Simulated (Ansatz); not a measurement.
**Multireference treatment of CH₃Cl, singlet**

Program: Ansatz, Gaussian basis, development build. Basis cc-pVDZ, nonrelativistic, 6 orbitals frozen in the corrections. State-specific CASSCF; RHF is the lowest restricted (open-shell) Hartree–Fock solution met. Letters tell apart solutions met in one space. No symmetry is imposed, so a solution can break that of the shape. Lower solutions, or ones in other orbitals, may exist.

Geometry:

| atom | x (Å) | y (Å) | z (Å) |
| --- | --- | --- | --- |
| C | 0.0000 | 0.0000 | -1.0298 |
| Cl | 0.0000 | 0.0000 | 0.6035 |
| H | 0.0000 | -0.9537 | -1.3603 |
| H | -0.8259 | 0.4768 | -1.3603 |
| H | 0.8259 | 0.4768 | -1.3603 |

CASSCF less RHF, in eV, and natural occupations:

```json
{"CAS": "(2,2) a", "CASSCF": "-0.359", "occupations": "1.98, 0.02"}
{"CAS": "(2,2) b", "CASSCF": "-0.214", "occupations": "1.99, 0.01"}
```

Q: What totals less RHF do the corrections give on each solution?

A: 

```tsv
CAS	SC-NEVPT2
(2,2) a	-7.613
(2,2) b	-7.581
```

Q: In CAS(2,2), is the solution lowest in CASSCF also lowest after SC-NEVPT2?

A: Yes: (2,2) a stays lowest, 0.03 eV under the next.
